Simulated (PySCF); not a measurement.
# [B3]+: structure of the triplet

Where does triplet [B3]+ go from a obtuse triangle start, is the end point a minimum, and what are its modes, charges and moments?

The runs use PySCF 2.14.0; PBE0, basis B def2-TZVP, no relativity, density fitting.

## 1. The starting structure

3 atoms, charge 1, spin multiplicity 3.

Bond lengths: B1–B2 1.673 Å, B1–B3 1.673 Å. Angles: B2–B1–B3 104.9°.

Z-matrix (Å, degrees; charge 1 multiplicity 3):
```
B
B  1 1.6729
B  1 1.6729 2 104.86
```

## 2. The SCF at the typed geometry

One driver script runs all steps and calls PySCF; scf.py shows how it sets up the SCF of each step. The optimiser is the driver's own. After this first run the driver tries any further starts and a stability analysis.

File scf.py:

```python
from pyscf import gto, scf, dft
mol = gto.M(atom='''
B      0.000000     0.000000     0.000000
B      1.326000     1.020000     0.000000
B     -1.326000     1.020000     0.000000''',
    basis={'B': 'def2-TZVP'},
    charge=1, spin=2)
mf = dft.UKS(mol, xc='PBE0')
mf.grids.atom_grid = (50, 194)
aux = {'B': 'def2-universal-JKFIT'}
mf = mf.density_fit(auxbasis=aux)
mf.conv_tol = 1e-08
mf.diis_space = 10
mf.max_cycle = 60
mf.init_guess = 'minao'
mf.verbose = 4
mf.kernel()
```

The run is started by

```sh
$ OMP_NUM_THREADS=4 python axn.py task.json out
```

After this run come: Relaxing the triplet from the obtuse triangle start; Is it a minimum? Harmonic modes.

What does the calculation give? Wanted: minimum; geometry; wavenumbers; dipole moment; highest occupied, lowest empty level; polar-tensor charge of B1; zero-point energy; ⟨S²⟩.

**Answer**, as computed:

| quantity | value |
| --- | --- |
| minimum | broken-symmetry (Ms = 1), D∞h |
| geometry | B–B 1.578 Å (×2); B–B–B 180.0° |
| wavenumbers (cm⁻¹) | 160, 195, 832, 1343 |
| dipole moment (centre of mass) | 0.00 D |
| highest occupied, lowest empty level (either spin) | -13.75, -10.97 eV |
| polar-tensor charge of B1 | -0.38 e |
| zero-point energy | 15.1 kJ/mol |
| entropy at 298.15 K | 239.0 J/(mol K) |
| ⟨S²⟩ | 3.007 |

What this shows: The obtuse triangle start (C2v) ends in a minimum of D∞h symmetry. The determinant is spin-contaminated (⟨S²⟩ = 3.01 against 2.00), so it is no pure spin state. In the infrared the band at 1343 cm⁻¹ (stretch) leads. The first SCF alone would have been 61 kJ/mol too high. Only this shape and spin were tried, so other structures or states may lie lower. The SCF density has lower symmetry than the nuclear frame.
